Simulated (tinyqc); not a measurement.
Worked calculation: ROHF in the sto-6g basis, for LiH+, spin multiplicity 2. One step of it, computed by the program tinyqc.

Problem. Iteration 4: DIIS coefficients. Solve [B -1; -1 0][c; lambda] = [0; -1] for the coefficients, which sum to one.

B (overlaps of the stored error matrices):
```
,1,2
1,2.3906660e-05,2.9298561e-06
2,2.9298561e-06,4.0716678e-07
```

Give: DIIS coefficients.

Solution.

DIIS coefficients: -0.1367  1.1367
